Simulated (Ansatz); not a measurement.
**BNHS (doublet): wave-function methods side by side, def2-TZVPP**

An exercise on one series of results from a longer session: the logs are not shown, and one member is left open.

Computed with Ansatz 0.2.0, Gaussian basis. Level: def2-TZVPP, core rule «outside noble gas», up to 7 orbitals frozen.

To be run: UHF; ROHF; CCSD(T) on UHF.

2 further runs of the same task are left out: 2 set aside as unsound or not needed.

### The system

The geometry is a PBE0/def2-TZVP stationary point (not a proven minimum).

4 atoms, charge 0, spin multiplicity 2.

Atoms are counted from 1 here; the program's logs count them from 0.

Bond lengths: B1–N2 1.256 Å, B1–H4 1.170 Å, N2–S3 1.585 Å. Angles: N2–B1–H4 180.0°, B1–N2–S3 180.0°.

Set-up of the first run:

in.yaml reads:

```yaml
crystal:
  periodic: [false, false, false]
  atoms:
    - {symbol: B, position_ang: [0.000000, 0.000000, 0.731700]}
    - {symbol: N, position_ang: [0.000000, 0.000000, -0.524000]}
    - {symbol: S, position_ang: [0.000000, 0.000000, -2.109200]}
    - {symbol: H, position_ang: [0.000000, 0.000000, 1.901500]}
basis:
  gaussian: {orbitals: def2-TZVPP}
magnetization: {spin_polarized: true, initial_magnetization: 1}
hamiltonian: {xc: hf}
output: {orbitals: {seedname: orbitals}}
```

Run with:

```sh
ansatz run in.yaml --threads 1 --pin off --events-out ev --progress --plain --max-ram 2816MiB --backend cpu
```

Among the steps run: UHF; ROHF; CCSD(T) on UHF.

One table of the session follows, with a row left open; its other results are not shown here.

| method | from UCCSD(T) (meV) |
| --- | --- |
| ROHF | ? |
| UHF | +13144.3 |
| UMP2 | +1315.0 |
| UCCSD | +643.0 |
| UCCSD(T) | 0 |

Q: Estimate the row for ROHF from the others.

**Answer.** from UCCSD(T) (meV): +13318.4. In the column «from UCCSD(T) (meV)» it is the highest.

With the free atoms at the same levels and basis (separate runs), the atomisation energy is 13.068 eV at UCCSD(T), 8.913 eV at ROHF.
